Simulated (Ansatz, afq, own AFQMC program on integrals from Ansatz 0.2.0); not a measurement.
## CHAl, triplet in 6-31G, levels against full CI

| atom | x (Å) | y (Å) | z (Å) |
| --- | --- | --- | --- |
| Al | 0.0000 | 0.0000 | -1.5900 |
| C | 0.0000 | 0.0000 | 4.7810 |
| H | 0.0000 | 0.0000 | -3.1909 |

Connectivity, by distances: AlH ··· C.

Basis 6-31G. Only valence electrons are correlated. Ansatz 0.2.0 and our own AFQMC program on the same integrals; the CISD trial comes from CCSD amplitudes, and released means the phaseless constraint is let go. Error bars are statistical, one sigma.

Determinant: UHF, the one that the program's search chose, which needn't be the lowest solution. The geometry is a point of a scan.

Full CI on the same integrals is exact in this basis and with this determinant's frozen core.

Cautions: lower spins were not checked; the determinant is a saddle point among determinants of its kind; the released energies are still falling, so no released level is given (meV from the phaseless value at times in 1/Eh: -0.6 ± 1.4 at 0.24, -1.9 ± 1.3 at 0.51, -4.0 ± 1.0 at 0.99, -6.7 ± 1.3 at 1.62, -8.2 ± 1.7 at 2.40), though the last usable value meets full CI within the noise.

The T1 diagnostic is 0.0105, the weight of the determinant in the CISD state is 0.907 and the ⟨S²⟩ of the determinant is 2.002. The size of the correlated space is 8 electrons in 18 orbitals.

| level | correlation energy (eV) |
| --- | --- |
| MP2 | -1.4191 |
| CCSD | -2.2428 |
| CCSD(T) | -2.2594 |

Q: Estimate where phaseless AFQMC with a CISD trial lies against CCSD(T) on the same integrals.

A: 0.1 ± 1.4 meV below CCSD(T). The gap is under twice the noise, so this walk alone can't tell the two apart.

Reference: full CI, correlation energy -2.268 eV.

```
        level  E − E(reference) (meV)  share of correlation (%)
      CCSD(T)                     8.6                     99.62
        CCSDT                     1.6                     99.93
     CCSDT(Q)                     0.5                     99.98
       CCSDTQ                     0.0                    100.00
ph-AFQMC/CISD               8.5 ± 1.4                     99.63
```

CCSDT and higher add their correlation energy to the determinant of the CCSD(T) run, since their own runs factorise the integrals more tightly (a shift of under 2 meV). A walk keeps the symmetry of its determinant, which the program's search chose and which needn't be the lowest solution, so a lower state of the same spin and another symmetry isn't excluded.
